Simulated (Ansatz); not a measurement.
A calculation on rock-salt PbS returned lattice constant a 6.184 Å, bulk modulus 50.0 GPa.

For reference: lattice constant a 5.914 Å (measured, 120 K, no zero-point or thermal correction; as tabulated in Noda, Masumoto, Ohba, Saito, Toriumi, Iwata, Shibuya, Acta Cryst. C 43, 1443 …); bulk modulus 60 GPa (measured, 300 K, not corrected to a static lattice, K' fixed at 4.2, our sources range from 52.9 to 62.8; as tabulated in PbS at high pressure, J. Appl. Phys. 113 (4), abstract).

### Question
Which level of theory produced these numbers?
(A) RPBE (Ansatz, a program for electronic structure)
(B) revPBE (Ansatz)
(C) Hartree–Fock (Ansatz)
(D) rVV10 (Ansatz)

### Answer
C, Hartree–Fock (Ansatz)

The others give: rVV10 6.029 Å, 55.5 GPa; RPBE 6.083 Å, 47.1 GPa; revPBE 6.062 Å, 48.6 GPa.

Unless a cell is named, each level is at its own relaxed cell (Hartree–Fock 29.56, revPBE 27.84, RPBE 28.13, rVV10 27.39 Å³/atom).

Caveats: the cell is over a tenth larger than the published one: the level's own overestimate first of all, though another phase or state, or a fault of the published cell, is possible (Hartree–Fock). Ansatz's density-functional and Hartree–Fock values are scalar-relativistic unless marked +SOC, with PAW data made under PBE.
